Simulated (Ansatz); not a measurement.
# BH6N: the cost of one run

Program: Ansatz 0.2.0. Level of theory: RKS B3LYP-D4/6-31G*. These are calculated values, not measurements.

### Step 1. The structure to begin with

Bond lengths: N2–H3 1.060 Å, N2–H4 1.060 Å, B1–H5 1.190 Å, B1–H6 1.190 Å. Angles: H3–N2–H4 120.0°, H5–B1–H6 120.0°.

As a file:

```xyz
8

B     0.0000    0.0000    0.0000
N     0.0000    0.0000    1.9000
H    -0.8770   -0.2713    2.4300
H     0.8770    0.2713    2.4300
H     1.0305    0.0000   -0.5950
H    -1.0305    0.0000   -0.5950
H    -0.1864    1.4017    0.4698
H    -0.1534    1.1538    1.3606
```

### Step 2. A restrained relaxation towards end A

Springs on the bonds that form and break draw the guess towards this end; the thresholds are loose.

Contents of input.yaml:

```yaml
crystal:
  periodic: [false, false, false]
  atoms:
    - { symbol: B, position_ang: [0.0, 0.0, 0.0] }
    - { symbol: "N", position_ang: [0.0, 0.0, 1.9] }
    - { symbol: H, position_ang: [-0.877, -0.2713, 2.43] }
    - { symbol: H, position_ang: [0.877, 0.2713, 2.43] }
    - { symbol: H, position_ang: [1.0305, 0.0, -0.595] }
    - { symbol: H, position_ang: [-1.0305, 0.0, -0.595] }
    - { symbol: H, position_ang: [-0.1864, 1.4017, 0.4698] }
    - { symbol: H, position_ang: [-0.1534, 1.1538, 1.3606] }
basis:
  gaussian: { orbitals: "6-31G*" }
hamiltonian:
  xc: b3lyp
  dispersion: d4
relax:
  f_tol: 0.15
  max_steps: 25
  restrain:
    - { distance: [0, 6], at: 2.39, k: 30.0 }
    - { distance: [7, 1], at: 2.26, k: 30.0 }
    - { distance: [0, 1], at: 1.55, k: 30.0 }
    - { distance: [7, 6], at: 0.66, k: 30.0 }
```

Launch:

```
$ ansatz run input.yaml --threads 1 --pin off --max-ram 2048MiB --backend cpu --events-out ev --progress --plain --runs-dir out
```

Q: Estimate wall time and peak memory on 1 thread of Arm Neoverse V1, shared host.

About 13 s, with a peak of 0.1 GiB.
